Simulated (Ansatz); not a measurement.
## Ansatz (development build ahead of 0.2.0) run

```yaml
crystal:
  periodic: [false, false, false]
  atoms:
    - { symbol: C, position_ang: [0.11027, -0.93056, -0.69708] }
    - { symbol: Cl, position_ang: [-0.08498, 0.55566, 0.37589] }
    - { symbol: H, position_ang: [0.0974, -0.55206, -1.72258] }
    - { symbol: H, position_ang: [1.10947, -1.25829, -0.35505] }
    - { symbol: H, position_ang: [-0.71247, -1.60645, -0.45006] }
basis:
  gaussian: { orbitals: def2-SVP }
total_charge: 1
magnetization:
  spin_polarized: true
  initial_magnetization: 1
hamiltonian:
  xc: hf
correlation:
  method: mp2
  frozen_orbitals: { C: 1, Cl: 5, H: 0 }
output:
  forces: true
```

The input is written out in the form of the current development build from the run's settings.

The run gave:

| Property | Result |
| --- | --- |
| Converged | yes |
| Reference energy | -498.55743 hartree |
| Correlation energy | -0.25296 hartree |
| Total energy | -498.81039 hartree |
| Spin squared of the determinant | 0.758 |
| Stability test | minimum |

Forces (eV/Å):
```
atom      Fx      Fy      Fz
  C1  -0.203   0.860   0.539
 Cl2  -0.015  -0.521  -0.389
  H3   0.187  -0.003  -0.115
  H4  -0.054  -0.203  -0.171
  H5   0.085  -0.133   0.136
```

Caution: MP2 on this radical cation hangs on the determinant chosen.
